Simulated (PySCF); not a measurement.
Homolysis of single bonds, series B F-Br. Gas-phase values, no solvent. Strings in code marks are SMILES.

Level of theory: PBE-D3(BJ)/def2-TZVP // PBE0-D4/def2-TZVP run with PySCF. 

```json
[
 {"species": "whole molecule (`FB(F)F`)", "dipole moment (D)": "0.00"},
 {"species": "radical fragment (`F[B]F`)", "dipole moment (D)": "0.14"},
 {"species": "whole molecule (`FB(F)Br`)", "dipole moment (D)": "0.23"},
 {"species": "radical fragment (`Br[B]F`)", "dipole moment (D)": "0.18"},
 {"species": "whole molecule (`B(Br)(Br)F`)", "dipole moment (D)": "0.29"},
 {"species": "radical fragment (`Br[B]Br`)", "dipole moment (D)": "0.55"},
 {"species": "whole molecule (`BrB(Br)Br`)", "dipole moment (D)": "0.00"}
]
```
